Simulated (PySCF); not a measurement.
Problem. Write a Z-matrix for `O=C(F)C1CC1` as optimised with PBE0-D3(BJ)/def2-SVP.

Solution. 
Z-matrix in Å and degrees, rows numbered from 1:
```
O 
C   1  1.1866
F   2  1.3400  1  120.71
C   2  1.4743  1  127.71  3  -179.79
C   4  1.5136  2  116.68  1    34.46
C   5  1.4807  4   60.69  2  -106.46
H   4  1.0911  2  115.51  1  -179.10
H   5  1.0923  4  116.41  6  -110.12
H   5  1.0927  4  116.16  6   108.72
H   6  1.0923  4  116.62  5   110.23
H   6  1.0928  4  115.83  5  -108.68
```

The 4 C–C bonds span 1.474 Å (C2–C4, drawn single) to 1.514 Å (C4–C5, drawn single), a spread of 0.040 Å. Of the pairs four or more bonds apart, O1···H11 is among the closest relative to their van der Waals radii: 2.69 Å, 99 % of the sum of Bondi's values. The 3-membered ring C4–C5–C6 has internal angles of 58.6° to 60.7°.

The calculation used PBE0-D3(BJ)/def2-SVP geometry optimisation, gas phase (PySCF).

Point group: Cs (every atom within 0.08 Å of its image). Stationary, but not proved a minimum. The numbers are those of one conformer (O1–C2–C4–C5 34°).

Time: 42 s of wall time; peak memory 0.46 GiB. Hardware: AMD EPYC 7B13, one thread, no GPU, shared host with 96 logical CPUs at a one-minute load of 25. These figures are those of the optimisation.
